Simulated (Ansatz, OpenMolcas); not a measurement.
# A ladder of methods for BH2O (SMILES B[O])

BH2O: 4 atoms, total charge 0, spin state doublet. As SMILES, `B[O]`. The coordinates come from a PBE0-D4/def2-TZVP relaxation.

```xyz
4

B    -0.0011   -0.0103   -0.0151
O     1.0253   -0.3408    0.6769
H    -1.0526   -0.5877    0.1516
H     0.0839    0.8785   -0.8336
```

Quantity: the energy change with the B1–H3 bond stretched from 1.211 to 3.028 Å, in eV. The values are calculated.

```tsv
level	kind	program	value (eV)	less CCSD(T)/STO-3G
U-revPBE/STO-3G	GGA	Ansatz	3.26	+0.69
UBLYP/STO-3G	GGA	Ansatz	3.33	+0.76
UBHLYP/STO-3G	global hybrid	Ansatz	4.12	+1.55
UCAM-B3LYP/STO-3G	range-separated hybrid	Ansatz	3.78	+1.21
UB2PLYP/STO-3G	double hybrid	Ansatz	3.35	+0.78
RPA@PBE/STO-3G	RPA	Ansatz	2.68	+0.11
UMP2/STO-3G	perturbation theory	Ansatz	3.66	+1.09
MRCI(3,3)/STO-3G	multireference	OpenMolcas	2.66	+0.09
ROCCSD(T)/STO-3G	coupled cluster or CI	OpenMolcas	2.57	0.00
UCCSDT/STO-3G	coupled cluster or CI	Ansatz	2.54	-0.03
```

Differences are taken from ROCCSD(T)/STO-3G for orientation; it has basis-set and higher-order errors of its own. At this stretch a single reference begins to fail. The first shape isn't each level's own minimum. The values span 2.54 to 4.12 eV. Spin contamination of the reference (⟨S²⟩ at least 0.1 too high) touches UB2PLYP/STO-3G, UMP2/STO-3G, UCCSDT/STO-3G. All rows use very small basis sets, so none should be taken for the real molecule's value.
